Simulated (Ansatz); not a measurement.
# H3PS: harmonic frequencies at the relaxed geometry in Python

The task is harmonic frequencies at the relaxed geometry, for H3PS. SMILES: PS.

Computed with the Python package of Ansatz 0.2.0. Level of theory: CAM-B3LYP/def2-TZVP.

## (1) The system

Bond lengths: P1–S2 2.119 Å, P1–H3 1.328 Å, P1–H4 1.402 Å, S2–H5 1.331 Å. Angles: P1–S2–H5 97.7°, S2–P1–H3 100.5°, S2–P1–H4 95.1°, H3–P1–H4 93.9°.

The script holds or builds the structure itself.

## (2) Script

run_freq.py

```python
# -*- coding: utf-8 -*-
"""Vibrations and zero-point energy of H3PS."""

import itertools

import ansatz
from ase import Atoms
from ase.data import atomic_numbers, covalent_radii
import numpy as np


def main():
    atoms = Atoms(["P", "S", "H", "H", "H"], positions=[
        [-0.6081, -0.4777, 0.3761],
        [0.4107, 1.191, -0.44],
        [0.3176, -1.4192, 0.234],
        [-1.2683, -0.8141, -0.814],
        [1.198, 1.4464, 0.6024],
    ])
    mol = ansatz.Crystal.molecule_from_ase(atoms)

    calc = (
        mol.calculation()
        .basis(gaussian="def2-TZVP")
        .functional("cam_b3lyp")
    )
    symbols = [site.symbol for site in mol.cartesian_sites]
    start = np.array([site.position_ang for site in mol.cartesian_sites], dtype=float)
    summary = calc.relax(force_tolerance=0.003, max_steps=100).run().report
    end = np.array(summary["positions_ang"])

    # pairs closer than 1.2 times the sum of covalent radii, before or after
    radius = [covalent_radii[atomic_numbers[s]] for s in symbols]
    span = lambda where, i, j: np.linalg.norm(where[i] - where[j])
    bonded = [(i, j) for i, j in itertools.combinations(range(len(symbols)), 2) if min(span(start, i, j), span(end, i, j)) < 1.2 * (radius[i] + radius[j])]
    print("pair        before    after (A)")
    for i, j in bonded:
        print(f"{symbols[i]}{i}-{symbols[j]}{j}".ljust(10), f"{span(start, i, j):8.4f} {span(end, i, j):8.4f}")

    # same settings at the minimum
    minimum = ansatz.Crystal.molecule()
    for symbol, place in zip(symbols, end):
        minimum = minimum.atom(symbol, place.tolist())
    vibrating = (
        minimum.calculation()
        .basis(gaussian="def2-TZVP")
        .functional("cam_b3lyp")
        .phonons(temperatures=(298.15, 498.15, 100))
    )
    vib = vibrating.run().report["vibrations"]
    sums = vib["harmonic_sums"]
    modes = [m["omega_inv_cm"] for m in sums["modes_at_gamma"] if m["rigid_motion"] == "no"]
    for number, w in enumerate(modes, start=1):
        print(f"mode {number:2d} {w:9.1f} 1/cm {w / 8065.544 * 1000:8.2f} meV")
    print("imaginary modes:", sum(w < 0 for w in modes), " zero-point energy:", round(sums["zero_point_energy_ev"], 4), "eV")
    print("T (K)   F_vib (eV)   S_vib (meV/K)   C_vib (meV/K)")
    for row in zip(sums["temperatures_k"], sums["vibrational_free_energy_ev"], vib["entropy_ev_per_k"], vib["heat_capacity_ev_per_k"]):
        print(f"{row[0]:6.1f} {row[1]:11.4f} {1000 * row[2]:13.4f} {1000 * row[3]:15.4f}")


if __name__ == "__main__":
    main()
```

## (3) What the engine is handed

The engine receives this input (first run):

```yaml
crystal:
  periodic: [false, false, false]
  atoms:
    - { symbol: P, position_ang: [-0.6081, -0.4777, 0.3761] }
    - { symbol: S, position_ang: [0.4107, 1.191, -0.44] }
    - { symbol: H, position_ang: [0.3176, -1.4192, 0.234] }
    - { symbol: H, position_ang: [-1.2683, -0.8141, -0.814] }
    - { symbol: H, position_ang: [1.198, 1.4464, 0.6024] }
basis:
  gaussian:
    orbitals: def2-TZVP
hamiltonian:
  xc: cam_b3lyp
relax:
  f_tol: 0.003
  max_steps: 100
```

## (4) Launch

On the command line:

```
$ python run_freq.py
```

Q: Predict the main results. Wanted: moves of the relaxation of run 1; energy gained in run 1; last largest force component of run 1; highest frequency; imaginary modes; zero-point energy.

The runs gave:

```
                             quantity        value
                        runs compared            2
     moves of the relaxation of run 1            7
               energy gained in run 1     0.214 eV
last largest force component of run 1  0.0004 eV/Å
                    highest frequency    2725 cm⁻¹
                      imaginary modes            0
                    zero-point energy     0.744 eV
```

In words: Run 1: After 7 moves the largest shift is 0.483 Å, of atom 5 (H). All frequencies are real, so the geometry is a minimum. The values are harmonic; measured fundamentals also hold anharmonic shifts, mostly downward for stretches. The frequencies are harmonic and unscaled, in a modest basis.
